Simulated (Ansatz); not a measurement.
This Ansatz (a quantum-chemistry and plane-wave program) input (CCSD(T)/cc-pVDZ) gives -238.45632 Eh with 52 basis functions. A basis named .json is the Basis Set Exchange file of that set (core-valence sets with the plain set on hydrogen).

Ansatz 0.2 input:
```yaml
crystal:
  periodic: [false, false, false]
  atoms:
    - {symbol: C, position_ang: [0.00439699, 0.00529408, 0.50425813]}
    - {symbol: F, position_ang: [-0.01696785, 1.10243765, -0.30214647]}
    - {symbol: F, position_ang: [0.01189880, -1.10854091, -0.27918568]}
    - {symbol: H, position_ang: [-0.90251824, -0.00024261, 1.11129806]}
    - {symbol: H, position_ang: [0.92175780, 0.02340746, 1.09514257]}
basis:
  gaussian:
    orbitals: cc-pVDZ
magnetization: {spin_polarized: false}
correlation: {method: ccsd_t, frozen_orbitals: {C: 0, F: 0, H: 0}}
```

Change:
```diff
- orbitals: cc-pVDZ
+ orbitals: cc-pCVDZ.json
```

Question: What does the run give now?

Answer: -238.57333 Eh (CCSD(T)/cc-pCVDZ, 64 functions), a change of -117.01 mEh.
